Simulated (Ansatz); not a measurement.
**The cluster SnCl₂+: geometry, orbitals and charge**

Aim: characterise the cluster SnCl₂+ as a doublet: its structure, frontier levels and distribution of charge and spin.

Program: Ansatz 0.2.0, Gaussian basis. Level of theory: UKS PBE0-D4/def2-TZVP. These are calculated values, not measurements.

The runs, in order: relaxation at PBE0-D4/def2-TZVP; a single point at PBE0-D4/def2-TZVP.

2 further runs of the same task are left out: 2 set aside as unsound or not needed. Runs told in other sessions of the task aren't counted.

**1. Starting geometry**

3 atoms, charge 1, spin multiplicity 2.

Atoms are counted from 1 here; the program's logs count them from 0.

Bond lengths: Sn1–Cl2 2.379 Å, Sn1–Cl3 2.379 Å. Angles: Cl2–Sn1–Cl3 124.2°.

Sn takes a core potential in the def2 sets. No spin-orbit coupling is included. The ion is computed in the gas phase, without counter-ions or solvent.

The start is a GFN2-xTB geometry.

**2. Relaxation at PBE0-D4/def2-TZVP**

File in.yaml:

```yaml
crystal:
  periodic: [false, false, false]
  atoms:
    - {symbol: Sn, position_ang: [-0.694470, -0.063170, -0.254130]}
    - {symbol: Cl, position_ang: [-0.174020, 1.815550, 1.109480]}
    - {symbol: Cl, position_ang: [0.868490, -1.752380, -0.855350]}
basis:
  gaussian: {orbitals: def2-TZVP}
total_charge: 1
magnetization: {spin_polarized: true, initial_magnetization: 1}
hamiltonian: {xc: pbe0, dispersion: d4}
scf: {lower_state_search: "off"}
output: {orbitals: {seedname: orbitals}}
relax: {f_tol: 0.02, max_steps: 100}
```

Started as:

```sh
> ansatz run in.yaml --threads 4 --pin off --events-out ev --progress --plain --max-ram 3916MiB
```

Further steps of the session: Single point, PBE0-D4/def2-TZVP.

Before running them: what should the planned runs give, taken together? Wanted: point group; commonest bond; HOMO, LUMO at PBE0-D4/def2-TZVP; ⟨S²⟩.

The runs gave:

| quantity | value |
| --- | --- |
| point group | C2v |
| commonest bond | Cl–Sn, 2 of mean length 2.273 Å |
| HOMO, LUMO at PBE0-D4/def2-TZVP (over both spins) | -14.23, -11.50 eV |
| ⟨S²⟩ | 0.757 |

What this shows: The molecule keeps its bonding pattern by the stored test; the atoms moved 0.11 Å (rms). No usable vibrations, so a minimum isn't proven. Whether this spin is the lowest isn't tested here.
